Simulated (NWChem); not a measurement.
**Correlation energy of fluoromethane (CH$_{3}$F)**

```xyz
5

C      0.6088    -0.1106     0.0000
F     -0.7327     0.1332     0.0000
H      0.8879    -0.6879     0.8972
H      0.8879    -0.6879    -0.8972
H      1.1658     0.8411     0.0000
```
Charge 0, spin multiplicity 1.

Everything below was run with NWChem. Structure: optimised with PBE0/def2-SVP, a minimum by its harmonic frequencies.

Basis set: cc-pVTZ. Each correlation energy counts from its own Hartree-Fock reference.

```json
[
 {"method": "RI-MP2", "correlation energy (mHa)": "-434.0", "difference from CCSD(T)": "+29.5"},
 {"method": "MP2", "correlation energy (mHa)": "-434.1", "difference from CCSD(T)": "+29.5"},
 {"method": "SCS-MP2", "correlation energy (mHa)": "-432.7", "difference from CCSD(T)": "+30.8"},
 {"method": "CR-CCSD[T]", "correlation energy (mHa)": "-461.9", "difference from CCSD(T)": "+1.7"},
 {"method": "CR-CCSD(T)", "correlation energy (mHa)": "-461.4", "difference from CCSD(T)": "+2.2"},
 {"method": "CCSD", "correlation energy (mHa)": "-450.4", "difference from CCSD(T)": "+13.2"},
 {"method": "CCSD+T(CCSD)", "correlation energy (mHa)": "-464.2", "difference from CCSD(T)": "-0.6"},
 {"method": "CCSD(T)", "correlation energy (mHa)": "-463.6", "difference from CCSD(T)": "0.0"}
]
```

The values span 31.5 mHa, from CCSD+T(CCSD) (lowest) to SCS-MP2 (highest). 

The correlated methods keep 2 core orbitals frozen. No row is a measurement; the coupled-cluster row has its own basis-set and correlation limits.
